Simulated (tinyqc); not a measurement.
Ways to converge the cycle: SCF convergence aids in the sto-3g basis, for LiH, spin multiplicity 3. Computed by the program tinyqc with PySCF. UHF with one setting changed at a time; a run stops when the energy changes by less than 1e-09 hartree and the error matrix is below 1e-5. The start is the core Hamiltonian. Damping d keeps d of the old density; a shift (hartree) raises the virtual levels; DIIS n extrapolates F over n matrices.

Geometry (angstrom):
```
atom       x       y       z
Li    0.0000  0.0000  0.0000
H     0.0000  0.0000  1.4050
```

lowest solution found by these runs and by PySCF with stability checks = -7.752061 hartree

Largest element of the error matrix X^T (FDS - SDF) X:
```
iteration    plain  damping 0.3  damping 0.6  shift 0.4   DIIS 3   DIIS 8
1          1.1e-01      1.1e-01      1.1e-01    1.1e-01  1.1e-01  1.1e-01
2          1.5e-02      4.4e-02      7.3e-02    2.9e-02  1.5e-02  1.5e-02
3          2.0e-03      1.7e-02      4.8e-02    7.3e-03  1.2e-03  1.2e-03
4          5.9e-04      6.8e-03      3.1e-02    2.3e-03  1.2e-04  1.2e-04
5          2.3e-04      2.7e-03      2.0e-02    1.1e-03  1.9e-05  9.3e-06
6          8.8e-05      1.0e-03      1.3e-02    6.5e-04  2.5e-06  2.5e-06
8          1.3e-05      1.9e-04      5.7e-03    2.2e-04        -        -
10               -      6.5e-05      2.4e-03    7.8e-05        -        -
14               -      6.8e-06      4.4e-04    9.6e-06        -        -
20               -            -      4.7e-05          -        -        -
30               -            -      2.9e-06          -        -        -
```

How each run ends:
```
run          iterations  E (hartree)   state
plain                 9     -7.70625  higher
damping 0.3          16     -7.70625  higher
damping 0.6          33     -7.70625  higher
shift 0.4            15     -7.70625  higher
DIIS 3                7     -7.70625  higher
DIIS 8                6     -7.70625  higher
```

What does the comparison show, and why?

No run reaches the lowest solution found. Ending on a higher stationary point: plain, damping 0.3, damping 0.6, shift 0.4, DIIS 3, DIIS 8; a small error matrix cannot reveal that, and an occupation fixed by the start is kept by symmetry or by the shape of the basin. Plain steps already contract here, so damping only slows them. DIIS 3 and DIIS 8 gain by cancelling the error over several earlier matrices, much as a quasi-Newton step does.
